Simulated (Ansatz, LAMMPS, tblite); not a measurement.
**Rock-salt CaO, elastic constant C44**

Reference value: 80 GPa (measured, room temperature, not corrected to a static lattice; as tabulated in Speziale et al. (2006), doi:10.1029/2005jb003823).

```
level (code)                                  value (GPa)  cell (Å³/atom)
--------------------------------------------  -----------  --------------
ionic model lewis1985b (shell model, LAMMPS)         98.0           13.90
GFN1-xTB (tblite)                                     112           11.99
PBE (Ansatz)                                         75.7           14.09
r²SCAN (Ansatz)                                      79.3           13.78
Hartree–Fock (Ansatz)                                   …           14.33
```

Task: Complete the blanks.

Result: 
- Hartree–Fock (Ansatz, an electronic-structure program), value (GPa): 87.7

Differences against the reference: ionic model lewis1985b +22 %, GFN1-xTB +40 %, PBE -5.4 %, r²SCAN -0.9 %, Hartree–Fock +9.6 %.

The reference is not for a static lattice or low temperature, so close values are not ranked against it. Off by more than 25 %, or 35 % on the side where a correction would as a rule narrow the miss (bounds picked here): GFN1-xTB (+40 %).

The reference isn't brought to a static lattice, while the calculations are for one, so the differences are not the levels' errors alone. A static lattice is as a rule stiffer than a warm one, by over a tenth in soft solids.  GFN1-xTB: the method was fitted mainly to molecules. GFN1-xTB: the run uses a supercell at the zone centre in place of a k mesh. Each level is taken at its own relaxed cell. Cutoffs differ between the levels. Ansatz's density-functional and Hartree–Fock values are scalar-relativistic unless marked +SOC, with PAW data made under PBE.

Empirical potentials (ionic model lewis1985b) are fitted to chosen data: where that held the value shown, agreement is built in, and what lay outside the fit can be far off.

Differences are worked out from the printed values.
